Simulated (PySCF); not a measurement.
Molfile (atoms numbered from 1):
```
CH3NO
     RDKit          3D

  6  5  0  0  0  0  0  0  0  0999 V2000
   -0.3989    0.0697    0.1185 C   0  0  0  0  0  0  0  0  0  0  0  0
    0.9405   -0.5315    0.1185 N   0  0  0  0  0  0  0  0  0  0  0  0
    1.6445   -0.1456   -0.7639 O   0  0  0  0  0  0  0  0  0  0  0  0
   -0.5328    0.5437    1.0949 H   0  0  0  0  0  0  0  0  0  0  0  0
   -1.1148   -0.7548    0.0616 H   0  0  0  0  0  0  0  0  0  0  0  0
   -0.5264    0.7792   -0.7010 H   0  0  0  0  0  0  0  0  0  0  0  0
  1  2  1  0
  2  3  2  0
  1  4  1  0
  1  5  1  0
  1  6  1  0
M  END
```

Geometry: PBE0-D3(BJ)/def2-TZVP; GIAO shifts from PySCF 2.14.0 with density-fitted response routines, gas phase, non-relativistic, averaged over equivalent atoms.

At PBE0/pcSseg-2 (150 basis functions, 6.1 s wall time on 1 thread of an AMD EPYC 7R43 64-Core, shared host):
```json
{"atoms": "C1", "δ (ppm)": "101.2"}
{"atoms": "N2", "δ (ppm)": "1202.5"}
{"atoms": "O3", "δ (ppm)": "2037.5"}
{"atoms": "H4/H5/H6", "δ (ppm)": "5.54"}
```

Shifts are taken against calculated references (same method and geometry level): ¹³C (σ = 186.03 ppm) and ¹H (σ = 31.52 ppm) against TMS; ¹⁵N (σ = 263.78 ppm) vs NH3; ¹⁷O (σ = 329.54 ppm) against H2O.

Estimate the result of repeating the calculation with wB97X-D/pcSseg-2.

## Answers


| atoms | δ at wB97X-D/pcSseg-2 | change |
| --- | --- | --- |
| C1 | 101.4 | +0.2 |
| N2 | 1219.5 | +17.0 |
| O3 | 2067.8 | +30.3 |
| H4/H5/H6 | 5.52 | -0.02 |

Scale: TMS for ¹³C (σref 186.29) and ¹H (σref 31.63); NH3 for ¹⁵N (σref 262.16); ¹⁷O (σref 328.24) against H2O (reference shieldings calculated alike).

The largest change is at O3 (oxygen bonded to N). Cost: 150 basis functions, 5.4 s wall time on 1 thread of an AMD EPYC 7R43 64-Core, shared host.

Unscaled 17O shifts of doubly bonded oxygen tend to come out too high, by tens of ppm or more. Experimental scales use liquid or dissolved standards, which lie at an offset from isolated NH3 (liquid NH3: subtract about 20 ppm) and H2O (liquid H2O: subtract about 36 ppm). Unscaled 15N shifts of sp2 nitrogen come out 20 to 40 ppm too high even then.
